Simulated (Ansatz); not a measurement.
**Niobium, bcc: convergence with the plane-wave cutoff**

Computed with Ansatz, r²SCAN, scalar-relativistic PAW, on the relaxed cell (a = 3.302 Å; spin not included). Errors count from a run at 500 eV on a Γ-centred 22×22×22 mesh with Fermi-Dirac smearing of 0.1 eV, extrapolated to zero width. Fixed here: mesh 13×13×13, Fermi-Dirac width 0.1 eV. The pressure holds a Pulay correction and is unreliable far below the recommended cutoff. The SCF starts from atomic densities corrected by a trained network.

```
cutoff (eV)  E(σ→0) error (meV/atom)  P (GPa)  SCF iterations
        150                  12622.8   -21.47               6
        200                   2329.9     4.63               6
        250                    343.6    -0.38               6
        300                     44.4    -0.27               6
        350                      5.6    -0.04               6
        420                     -0.2    -0.03               6
        500                     -3.2     0.00               6
        600                     -5.7     0.01               6
        800                     -7.1    -0.01               6
```

Within 5 meV/atom of the last row: from 500 eV on.
